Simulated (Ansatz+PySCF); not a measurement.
Values are calculated unless marked as measured or tabulated.
## Ansatz (development build ahead of 0.2.0) run

```yaml
crystal:
  periodic: [false, false, false]
  atoms:
    - { symbol: Al, position_ang: [0.0, 0.0, 0.0] }
    - { symbol: H, position_ang: [1.98661, 0.0, 1.66697] }
    - { symbol: H, position_ang: [-1.98661, 0.0, 1.66697] }
basis:
  gaussian: { orbitals: "6-31G" }
total_charge: -1
magnetization:
  initial_magnetization: 2
hamiltonian:
  xc: hf
correlation:
  method: fci
  frozen_orbitals: { Al: 5, H: 0 }
```

The input is written out in the form of the current development build from the run's settings.

Output:

```json
{
  "Converged": "yes",
  "Total energy": "-242.94091 hartree",
  "State": "lowest triplet root, of any spatial symmetry"
}
```

Caution: no diffuse functions for an anion.
